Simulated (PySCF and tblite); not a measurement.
Results of a calculation; reference values are marked as such.
Dynamics report: rotation

System: C₃H₃ClO₂, numbered as in [O:1]=[CH:2]/[C:3]([Cl:4])=[CH:5]\[OH:6].

Motion: rotation about the C2–C3 bond (torsion O1–C2–C3–Cl4 from -180° to 0°, rising). Level: BHandHLYP/pcSseg-1 + D3(BJ) on GFN2-xTB stationary points, with GFN2-xTB thermal terms. Rates follow Eyring's equation with the number of equivalent paths and no tunnelling. (PySCF 2.14 with density fitting, tblite 0.8.)

```tsv
point	symmetry	E(GFN2) kcal/mol	E(DFT) kcal/mol	ZPE change kcal/mol	lowest mode cm⁻¹	dipole D
start	Cs	0.0	0.0	0.00	215	1.19
saddle	C1	15.8	20.3	-0.61	190i	2.36
end	Cs	9.3	11.2	-0.30	130	3.83
```

| Item | Value |
| --- | --- |
| Electronic barrier | 20.3 kcal/mol |
| Barrier with zero-point energy | 19.7 kcal/mol |
| ΔH‡ (298 K) | 19.7 kcal/mol |
| ΔS‡ (298 K, symmetry apart) | 1.0 cal/(mol K) |
| Paths | 2 equivalent paths |
| End point | a different minimum |
| Mean lifetime of the start against this motion at 298 K | 13 s |
| Cost | 23 s on 1 thread of Intel Xeon 6975P-C (shared host) (rough), peak memory 0.64 GiB, launched as `OMP_NUM_THREADS=1 python ens_run.py task.json out` |

```csv
T/K,ΔG‡ kcal/mol,k s⁻¹,ΔG kcal/mol,k back s⁻¹
150,19.5,2.1×10⁻¹⁶,10.7,0.84
200,19.5,4.2×10⁻⁹,10.6,1670
250,19.4,0.00011,10.5,1.6×10⁵
298,19.4,0.075,10.4,3.2×10⁶
350,19.4,12,10.3,3.2×10⁷
400,19.3,464,10.2,1.6×10⁸
500,19.3,7.9×10⁴,9.9,1.7×10⁹
```

ΔG and ΔG‡ leave out symmetry numbers and mirror images; rates count paths: 2 out, 2 back.
